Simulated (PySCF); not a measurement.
Species: C2H3NO (triplet state).
Bonds: C1–C2, C2–N3, C2–O4 (double). Hydrogens: H5, H6, H7 on C1.

The geometry is computed with GFN2-xTB (gas phase). This method treats the open shell by occupation alone, without spin polarisation.

Q: List the bond lengths and angles at this level.

A: 
| bond | length (Å) | order |
| --- | --- | --- |
| C1–C2 | 1.563 | single |
| C2–N3 | 1.268 | single |
| C2=O4 | 1.226 | double |
| C1–H5, C1–H6, C1–H7 | 1.086 | single |

Bonds in one row agree within 0.01 Å and their mean is given. Orders are formal, as drawn. A selection of angles:
| angle | degrees |
| --- | --- |
| C2–C1–H5 | 109.8 |
| C2–C1–H6 | 106.9 |
| H5–C1–H6 | 111.4 |
| C1–C2–N3 | 112.1 |
| C1–C2–O4 | 119.1 |
| N3–C2–O4 | 128.8 |

The 4 heavy atoms lie in one plane (0.000 Å rms). C2 (carbon bonded to C, N and O) is planar (angles 128.8°, 119.1° and 112.1°, sum 360.0°, 0.00 Å off the plane of its three neighbours).

Point group: near Cs, missed by 0.12 Å at most; the miss may be what the optimiser left on a soft mode. GFN2-xTB frequencies: not computed here.
